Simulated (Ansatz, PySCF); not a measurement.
Molecule: chloroform, CHCl₃, charge 0, multiplicity 1. SMILES: ClC(Cl)Cl
Coordinates optimised at B3LYP-D3(BJ)/def2-TZVP (Ansatz, a first-principles code):
```xyz
5

C     -0.0077     0.0005     0.4558
H     -0.0259     0.0016     1.5371
Cl     0.0149     1.6916    -0.0853
Cl     1.4596    -0.8576    -0.0583
Cl    -1.4702    -0.8343    -0.1077
```

Wanted: enthalpy of formation at 298 K, in kcal/mol. Conventions: no spin-orbit coupling; no dispersion term unless named; non-relativistic; 6-31G* and kin with 6d, 5d where marked; open shells spin-unrestricted. Ab initio and DFT rows: single points at B3LYP-D3(BJ) geometries (Ansatz), with unscaled harmonic terms from B3LYP/6-31G* (Ansatz) at its own minima, enthalpies of formation by atomisation with measured atoms.

```tsv
species	coefficient	E at B3LYP/6-31G* (Ansatz), Eh	E at M06-2X/def2-TZVPD (PySCF), Eh	H(298 K) - E, kcal/mol
ClC(Cl)Cl	+1	-1419.27887	-1419.29016	15.91
C atom	-1	-37.84628	-37.84258	-
Cl atom	-3	-460.13624	-460.13314	-
H atom	-1	-0.50027	-0.49815	-
```

The atoms take no thermal term, since their enthalpies of formation at 0 K are used: the result is the sum of coefficient times E, plus the molecule's thermal term, plus number times (enthalpy of formation minus H(298) - H(0)) over the atoms. Measured values of the atoms (G2/97 table in ASE), kcal/mol:

| atom | number | enthalpy of formation of the gas at 0 K | H(298) - H(0) of the element's standard state |
|---|---|---|---|
| C | 1 | 169.98 | 0.25 |
| Cl | 3 | 28.59 | 1.10 |
| H | 1 | 51.63 | 1.01 |

Measured values: Active Thermochemical Tables 1.112 (ions: stationary electron), as tabulated in the package chemicals; they hold spin-orbit and core effects, anharmonicity.  Value to compare with, the measured value: -24.7 kcal/mol. 1 Eh = 627.5095 kcal/mol.

Compute it at each level from the table, and compare with the measured value.


- B3LYP/6-31G*: the sum of coefficient times E is -0.52360 Eh, or -328.56 kcal/mol; the thermal terms add 15.91; the atoms' measured terms add 302.82. Result: -9.8 kcal/mol. Its error against the measured value is 14.9 kcal/mol.
- M06-2X/def2-TZVPD: the sum of coefficient times E is -0.55001 Eh, or -345.14 kcal/mol; the thermal terms add 15.91; the atoms' measured terms add 302.82. Result: -26.4 kcal/mol. Its error against the measured value is -1.7 kcal/mol.
